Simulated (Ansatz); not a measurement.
The same path of C2H7FN2O (13 atoms, charge 0, multiplicity 1) was run twice with different band settings. The coordinate that changes most is the height of N4 over the plane of its neighbours.

The calculation used RKS B3LYP-D4/def2-mTZVP in Ansatz.

Relaxed end points:

```xyz
13
Properties=species:S:1:pos:R:3
C 0.718 -0.693 1.345
N 0.791 0.342 0.315
C -0.376 0.522 -0.502
N -0.731 -0.584 -1.326
O -0.218 1.610 -1.332
F -1.433 0.810 0.417
H 1.655 -0.694 1.901
H 0.557 -1.707 0.954
H -0.084 -0.456 2.040
H 1.566 0.161 -0.317
H -1.491 -0.318 -1.946
H -1.045 -1.361 -0.755
H 0.113 2.333 -0.778
```

```xyz
13
Properties=species:S:1:pos:R:3
C 0.712 -0.693 1.298
N 0.728 0.351 0.276
C -0.522 0.581 -0.429
N -1.114 -0.459 -1.217
O -0.353 1.660 -1.271
F -1.448 0.873 0.579
H 1.707 -0.767 1.735
H 0.434 -1.689 0.922
H 0.018 -0.418 2.088
H 1.441 0.154 -0.422
H -0.578 -0.612 -2.064
H -1.185 -1.324 -0.693
H 0.181 2.307 -0.785
```

Common settings: movable images 5; climbing image yes; optimiser quadratic models (default); start path through a guess of the saddle point; force threshold 0.05 eV/Å; iteration limit 60; end points relaxed.

| run | spring |
| --- | --- |
| 1 | 5.0 eV/Å² |
| 2 | 0.5 eV/Å² |

(1) What does each run give, and how far can it be trusted?

## Answers

(1) Run 1: converged after 16 iterations, highest image 0.202 eV above the first end. A vibrational analysis at the climbing image gives one clearly imaginary mode, 548i cm⁻¹: a first-order saddle point.
Run 2: converged after 16 iterations, highest image 0.202 eV above the first end. Another band between the same ends (5 images) ends at a top of the same energy, where a vibrational analysis finds 1 clearly imaginary mode.
